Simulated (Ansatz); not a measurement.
System: CaB6-type CaB6. Method: PBE-D3(BJ) in Ansatz (plane waves, PAW).

Run with plane-wave cutoff 520 eV, 8×8×8 k mesh, Fermi–Dirac smearing 0.01 eV, scalar-relativistic PAW data made under PBE.

Shape and atoms are relaxed at each volume.

Pressure at four volumes; x = ln(V/9.962 Å³). One pressure is withheld.

```
V (Å³/atom)        x  P (GPa)
-----------  -------  -------
9.564        -0.0408        ?
9.763        -0.0202     3.24
9.962         0.0000     0.00
10.361        0.0393    -5.67
```

### Question
Pass a parabola P(x) through the three rows shown, estimate the bulk modulus and its pressure derivative near zero pressure, and predict the withheld pressure.

### Answer
Slopes between the rows: (0.00 − (3.24))/(0.0000 − (-0.0202)) = -160.40 and (-5.67 − (0.00))/(0.0393 − (0.0000)) = -144.27 GPa. Their difference over the span 0.0595 is c = 16.13/0.0595 = 271.1 GPa, so P(x) = 3.24 + (-160.40)(x − (-0.0202)) + 271.1 (x − (-0.0202))(x − (0.0000)). At the middle row B = −dP/dx = −[-160.40 + 271.1 × 0.0202] = 154.9 GPa, and B′ = dB/dP = 2c/B = 3.5. At x = -0.0408 the parabola gives 6.77 GPa; the run gives 6.77 GPa. The Birch–Murnaghan fit to the energies at all volumes has B0 = 155 GPa and B′ = 3.5.

Measured, for comparison: bulk modulus 170 ± 5 GPa (room temperature, not corrected to a static lattice; as tabulated in Structural stability and vibrational characteristics of CaB6 under high …). Computed (rounded) less measured: bulk modulus -9 %.

Note: the bulk modulus comes from volumes at which shape and atoms were relaxed.

Ansatz is a quantum-chemistry and plane-wave program.
